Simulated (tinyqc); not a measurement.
Pariser-Parr-Pople SCF with singles CI, for the molecule c1cscn1 (SMILES; centres numbered as the heavy atoms are written), step by step. One step of it, computed by the program tinyqc.

Question. Iteration 2: orbitals and new P. Diagonalise F (the basis is taken as orthonormal) and form P = 2 sum c c over the lowest orbitals.

F (eV), lower triangle:
```
           1C         2C         3S         4C         5N
1C  -4.705195
2C  -5.033304  -6.961244
3S   0.721021  -4.282390  -8.720213
4C   0.558553   0.908407  -4.437057  -6.519902
5N  -4.962287   0.391861   0.791978  -5.093232  -7.503294
```

pi electrons, sum of z_r less the charge = 6

Give: orbital energies; P after iteration 2.

Answer.

orbital energies (eV): -15.1517  -11.5158  -10.5315  0.6236  2.1655

P after iteration 2, lower triangle:
```
         1C       2C       3S      4C      5N
1C   0.9731
2C   0.7150   1.2353
3S  -0.2484   0.5490   1.4100
4C  -0.1956  -0.3403   0.6242  1.1118
5N   0.6229  -0.1271  -0.2814  0.6662  1.2698
```
